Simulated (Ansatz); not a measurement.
**CH₂B (quartet): wave-function methods side by side at distance B1–H3 = 1.204 Å, cc-pVDZ**

Aim: climb from Hartree-Fock through coupled cluster and multireference methods for CH₂B (quartet) at one geometry and basis, and see what each rung misses.

The runs use Ansatz 0.2.0, Gaussian basis; cc-pVDZ, core rule «outside noble gas», up to 2 orbitals frozen.

Plan: UHF; CCSD(T) on ROHF; CCSD(T) on UHF; BCCD(T) on ROHF; CISD; CCSDT(Q) on ROHF; CCSDT(Q) on UHF; CASSCF and MRCISD+Q, 5 electrons in 5 orbitals; CASSCF and NEVPT2, 5 electrons in 5 orbitals; CASSCF and MRCISD+Q, 9 electrons in 10 orbitals; CASSCF and MRCISD+Q(relaxed), 9 electrons in 10 orbitals; CASSCF and NEVPT2, 9 electrons in 10 orbitals.

16 further runs of the same task are left out: 1 for a mislabelled method, 11 that didn't finish, 4 set aside as unsound or not needed.

### Step 1. The system

The geometry derives from a PBE0/def2-TZVP stationary point (not a proven minimum). One bond is set to the value named and the two fragments are kept rigid.

4 atoms, charge 0, spin multiplicity 4.

Atoms are counted from 1 here; the program's logs count them from 0.

Bond lengths: B1–C2 1.527 Å, B1–H3 1.203 Å, C2–H4 1.092 Å. Angles: C2–B1–H3 121.6°, B1–C2–H4 134.8°.

### Step 2. UHF

Input file in.yaml:

```yaml
crystal:
  periodic: [false, false, false]
  atoms:
    - {symbol: B, position_ang: [0.000000, -0.104832, 0.802428]}
    - {symbol: C, position_ang: [0.000000, -0.044574, -0.723222]}
    - {symbol: H, position_ang: [0.000000, 0.894880, 1.472485]}
    - {symbol: H, position_ang: [0.000000, 0.760676, -1.461216]}
basis:
  gaussian: {orbitals: cc-pVDZ}
magnetization: {spin_polarized: true, initial_magnetization: 3}
hamiltonian: {xc: hf}
output: {orbitals: {seedname: orbitals}}
```

On the command line:

```console
ansatz run in.yaml --threads 1 --pin off --events-out ev --progress --plain --max-ram 2393MiB
```

Further steps of the session: CCSD(T) on ROHF; CCSD(T) on UHF; BCCD(T) on ROHF; CISD; CCSDT(Q) on ROHF; CCSDT(Q) on UHF; CASSCF and MRCISD+Q, 5 electrons in 5 orbitals; CASSCF and NEVPT2, 5 electrons in 5 orbitals; CASSCF and MRCISD+Q, 9 electrons in 10 orbitals; CASSCF and MRCISD+Q(relaxed), 9 electrons in 10 orbitals; CASSCF and NEVPT2, 9 electrons in 10 orbitals.

**Question.** What will the summary of the whole plan be? Wanted: UCCSDT(Q) below the RHF energy; RMP2 from UCCSDT(Q); UMP2 from UCCSDT(Q); RCCSD from UCCSDT(Q); RCCSD(T) from UCCSDT(Q); UCCSD(T) from UCCSDT(Q); RCCSDT(Q) from UCCSDT(Q); NEVPT2 pair from UCCSDT(Q); MRCISD+Q pair from UCCSDT(Q).

The runs gave:

| quantity | value |
| --- | --- |
| UCCSDT(Q) below the RHF energy | -4.9537 eV |
| RMP2 from UCCSDT(Q) | +95.3 kJ/mol |
| UMP2 from UCCSDT(Q) | +96.1 kJ/mol |
| RCCSD from UCCSDT(Q) | +13.7 kJ/mol |
| RCCSD(T) from UCCSDT(Q) | +3.0 kJ/mol |
| UCCSD(T) from UCCSDT(Q) | +2.9 kJ/mol |
| RCCSDT(Q) from UCCSDT(Q) | +0.1 kJ/mol |
| NEVPT2 pair from UCCSDT(Q) | +99.0 kJ/mol |
| MRCISD+Q pair from UCCSDT(Q) | +2.7 kJ/mol |
| NEVPT2 valence from UCCSDT(Q) | +74.4 kJ/mol |
| levels within 1 kcal/mol (43 meV) | RCCSD(T), UCCSD(T), BCCD(T), RCCSDT, UCCSDT, RCCSDT(Q), MRCISD+Q pair, MRCISD+Q valence, MRCISD+Q(relaxed) valence |
| T1 diagnostic | 0.020 |
| effectively unpaired electrons | 3.01 |

RCCSD(T) lands +3.0 kJ/mol from the yardstick (0.6 % of the correlation energy). One determinant dominates. Of the multireference levels listed MRCISD+Q(relaxed) valence comes nearest in total energy (-1.5 kJ/mol), which doesn't show that its space is the better one. These misses are within one basis, not against nature; the frozen cores of restricted and unrestricted runs differ, which can shift their rows.
